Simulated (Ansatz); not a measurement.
# SiCl+ (triplet): wave-function methods side by side, def2-QZVPP

An exercise on one series of results from a longer session: the logs are not shown, and one member is left open.

Computed with Ansatz 0.2.0, Gaussian basis. Level: def2-QZVPP, core rule «outside noble gas», up to 10 orbitals frozen.

To be run: UHF; ROHF; CCSD(T) on UHF.

2 further runs of the same task are left out: 2 set aside as unsound or not needed.

## The geometry

The geometry is a PBE0/def2-TZVP stationary point (not a proven minimum) of the parent state, kept for this charge and spin.

2 atoms, charge 1, spin multiplicity 3.

Atoms are counted from 1 here; the program's logs count them from 0.

Bond lengths: Si1–Cl2 2.067 Å.

The first run:

File in.yaml:

```yaml
crystal:
  periodic: [false, false, false]
  atoms:
    - {symbol: Si, position_ang: [0.000000, 0.000000, 0.000000]}
    - {symbol: Cl, position_ang: [0.000000, 0.000000, 2.067100]}
basis:
  gaussian: {orbitals: "def2-QZVPP.json"}
total_charge: 1
magnetization: {spin_polarized: true, initial_magnetization: 2}
hamiltonian: {xc: hf}
output: {orbitals: {seedname: orbitals}}
```

Run with:

```console
$ ansatz run in.yaml --threads 1 --pin off --events-out ev --progress --plain --max-ram 2393MiB
```

Among the steps run: UHF; ROHF; CCSD(T) on UHF.

One table of the session follows, with a row left open; its other results are not shown here.

It belongs to the step «Misses and costs». 

| method | from UCCSD(T) (kJ/mol) |
| --- | --- |
| ROHF | +772.9 |
| UHF | ? |
| UMP2 | +100.4 |
| UCCSD | +39.2 |
| UCCSD(T) | 0 |

**Question.** Estimate the row for UHF.

The run gave: from UCCSD(T) (kJ/mol): +762.9. In the column «from UCCSD(T) (kJ/mol)» it lies between UMP2 (+100.4) and ROHF (+772.9).
